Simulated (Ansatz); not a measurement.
System: K2Cd3S4 (Pnma, No. 62; cell taken from a computed entry). Method: r²SCAN in Ansatz (plane waves, PAW).

Numerical settings: plane-wave cutoff 560 eV, 4×4×6 k mesh (along the axes of the cell as run), Fermi–Dirac smearing 0.01 eV, scalar-relativistic PAW data made under PBE.

Cell (relaxed with PBEsol):

```
CELL_PARAMETERS angstrom
     13.74498     0.00000     0.00000
      0.00000    10.15015     0.00000
      0.00000     0.00000     6.62136
ATOMIC_POSITIONS crystal
  K  0.46826 0.25000 0.01757
  K  0.53174 0.75000 0.98243
  K  0.03174 0.75000 0.51757
  K  0.96826 0.25000 0.48243
  K  0.00000 0.00000 0.00000
  K  0.50000 0.00000 0.50000
  K  0.50000 0.50000 0.50000
  K  0.00000 0.50000 0.00000
  Cd 0.25161 0.09211 0.34234
  Cd 0.74839 0.90789 0.65766
  Cd 0.24839 0.90789 0.84234
  Cd 0.75161 0.09211 0.15766
  Cd 0.75161 0.40789 0.15766
  Cd 0.24839 0.59211 0.84234
  Cd 0.74839 0.59211 0.65766
  Cd 0.25161 0.40789 0.34234
  Cd 0.70302 0.25000 0.71791
  Cd 0.29698 0.75000 0.28209
  Cd 0.79698 0.75000 0.21791
  Cd 0.20302 0.25000 0.78209
  S  0.13438 0.03244 0.62193
  S  0.86562 0.96756 0.37807
  S  0.36562 0.96756 0.12193
  S  0.63438 0.03244 0.87807
  S  0.63438 0.46756 0.87807
  S  0.36562 0.53244 0.12193
  S  0.86562 0.53244 0.37807
  S  0.13438 0.46756 0.62193
  S  0.85784 0.25000 0.92723
  S  0.14216 0.75000 0.07277
  S  0.64216 0.75000 0.42723
  S  0.35784 0.25000 0.57277
  S  0.85532 0.75000 0.86402
  S  0.14468 0.25000 0.13598
  S  0.64468 0.25000 0.36402
  S  0.35532 0.75000 0.63598
```

Q: Give the computed band gap.

A: 
band gap: 2.39 eV

Note: cell and atoms aren't relaxed at this level (largest force component 0.17 eV/Å, pressure 1.4 GPa).

Spin–orbit coupling is not included.

The computed numbers hold no vibrational or temperature effects.

It cost roughly 19 core-minutes of CPU time.

Ansatz is a program for electronic structure.
